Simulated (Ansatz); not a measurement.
**SiH2O (triplet): from Hartree-Fock to the top rungs, def2-TZVPP**

An exercise on one series of results from a longer session: the logs are not shown, and one member is left open.

Program: Ansatz 0.2.0, Gaussian basis. Level of theory: def2-TZVPP, core rule «outside noble gas», up to 6 orbitals frozen. These are calculated values, not measurements.

The runs, in order: UHF; ROHF; CCSD(T) on UHF.

2 further runs of the same task are left out: 2 set aside as unsound or not needed.

### What is computed

The geometry is a PBE0/def2-TZVP stationary point (not a proven minimum).

4 atoms, charge 0, spin multiplicity 3.

Atoms are counted from 1 here; the program's logs count them from 0.

Bond lengths: Si1–O2 1.654 Å, Si1–H3 1.497 Å, O2–H4 0.960 Å. Angles: O2–Si1–H3 116.3°, Si1–O2–H4 116.5°.

The first run:

Input file in.yaml:

```yaml
crystal:
  periodic: [false, false, false]
  atoms:
    - {symbol: Si, position_ang: [0.025157, -0.096377, 0.597723]}
    - {symbol: O, position_ang: [-0.094714, 0.094069, -1.040960]}
    - {symbol: H, position_ang: [0.079727, 1.161161, 1.408550]}
    - {symbol: H, position_ang: [0.722716, 0.031127, -1.540129]}
basis:
  gaussian: {orbitals: def2-TZVPP}
magnetization: {spin_polarized: true, initial_magnetization: 2}
hamiltonian: {xc: hf}
output: {orbitals: {seedname: orbitals}}
```

The run is started by

```console
$ ansatz run in.yaml --threads 1 --pin off --events-out ev --progress --plain --max-ram 4096MiB --backend cpu
```

Among the steps run: UHF; ROHF; CCSD(T) on UHF.

One of the session's tables, all rows but one given; the rest of the session is left out.

```
  method  from UCCSD(T) (meV)
    ROHF              +9660.9
     UHF                    ?
    UMP2               +787.0
   UCCSD               +330.4
UCCSD(T)                    0
```

Estimate the missing values for UHF.

As computed: from UCCSD(T) (meV): +9604.8. In the column «from UCCSD(T) (meV)» it lies between UMP2 (+787.0) and ROHF (+9660.9).

With the free atoms at the same levels and basis (separate runs), the atomisation energy is 11.117 eV at UCCSD(T), 8.218 eV at ROHF.
